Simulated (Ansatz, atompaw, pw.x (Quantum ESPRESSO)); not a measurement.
# aluminium: does the PAW (atompaw) potential hold in the solid?

atompaw 4.2.0.5 input, output lines left out:

```
Al 13
GGA-PBESOL scalarrelativistic loggrid 1500 logderivrange -3 5 201
3 3 0 0 0 0
3 1 1
0 0 0
c
c
v
c
v
2
2.30 1.70 2.20 1.20
y
2.05
n
y
0.4
n
y
-0.05
n
custom rrkj gramschmidtortho besselshape
3 0 troulliermartins
2.30
2.30
1.90
1.90
1.80
```

Atomic tests: cutoffs needed: 6 Ry and 6 Ry (the cutoffs (Ry, on a coarse ladder) from which the occupation-weighted sum of valence levels, in a spherical-Bessel basis at the reference potential, stays within 10 and 1 mRy of its value at 400 Ry); ghost test: no extra level below or beside the all-electron valence levels (s, p, d, f tested) (spherical-Bessel basis up to 400 Ry, 20 bohr box); lowest eigenvalue of the overlap operator: 0.56 (s channel).

Crystal test: fcc Al in pw.x 7.5, no spin, 14³ k-points, Fermi–Dirac smearing 0.01 Ry, cutoffs 40/400 Ry. The lattice is a test structure that the element need not adopt, and mesh and smearing are coarse.

pw.x input:

```
&control
  calculation='scf', prefix='x', pseudo_dir='./', outdir='./tmp', tstress=.true., disk_io='low'
/
&system
  ibrav=0, nat=1, ntyp=1, ecutwfc=40, ecutrho=400, nbnd=8,
  occupations='smearing', smearing='fd', degauss=0.01
/
&electrons
  conv_thr=1e-09, mixing_beta=0.4, electron_maxstep=70
/
ATOMIC_SPECIES
Al 1.0 Al.UPF
CELL_PARAMETERS angstrom
  0.00000000 2.00858807 2.00858807
  2.00858807 0.00000000 2.00858807
  2.00858807 2.00858807 0.00000000
ATOMIC_POSITIONS crystal
Al 0.0000 0.0000 0.0000
K_POINTS automatic
14 14 14 0 0 0
```

```bash
pw.x < Al.scf.in > Al.scf.out
```

How does the run end?

It converges; the pressure is -0.15 GPa against -0.16 GPa from all-electron LAPW.  The log shows:

```
     scf convergence threshold =      1.0E-09
     Exchange-correlation= SLA PW PSX PSC
     number of k points=   104  Fermi-Dirac smearing, width (Ry)=  0.0100
     negative rho (up, down):  3.768E-02 0.000E+00
     iteration #  1     ecut=    40.00 Ry     beta= 0.40
     negative rho (up, down):  3.317E-02 0.000E+00
     total energy              =     -38.51685060 Ry
     estimated scf accuracy    <       0.00486637 Ry
     iteration #  2     ecut=    40.00 Ry     beta= 0.40
     negative rho (up, down):  2.672E-02 0.000E+00
     total energy              =     -38.51638492 Ry
     estimated scf accuracy    <       0.00163886 Ry
     iteration #  3     ecut=    40.00 Ry     beta= 0.40
     negative rho (up, down):  2.640E-02 0.000E+00
     total energy              =     -38.51642521 Ry
     estimated scf accuracy    <       0.00000144 Ry
     iteration #  4     ecut=    40.00 Ry     beta= 0.40
     negative rho (up, down):  2.635E-02 0.000E+00
     total energy              =     -38.51642611 Ry
     estimated scf accuracy    <       0.00000003 Ry
     iteration #  5     ecut=    40.00 Ry     beta= 0.40
     negative rho (up, down):  2.635E-02 0.000E+00
     total energy              =     -38.51642611 Ry
     estimated scf accuracy    <          1.1E-09 Ry
     iteration #  6     ecut=    40.00 Ry     beta= 0.40
     negative rho (up, down):  2.635E-02 0.000E+00
     the Fermi energy is     8.0997 ev
!    total energy              =     -38.51642611 Ry
     estimated scf accuracy    <          1.2E-10 Ry
     smearing contrib. (-TS)   =      -0.00202958 Ry
     The total energy is F=E-TS. E is the sum of the following terms:
     one-electron contribution =       3.19767911 Ry
     hartree contribution      =       0.01471670 Ry
     xc contribution           =      -4.84223414 Ry
     ewald contribution        =      -5.43561944 Ry
     one-center paw contrib.   =     -31.44893876 Ry
     convergence has been achieved in   6 iterations
     negative rho (up, down):  2.635E-02 0.000E+00
          total   stress  (Ry/bohr**3)                   (kbar)     P=       -1.48
```
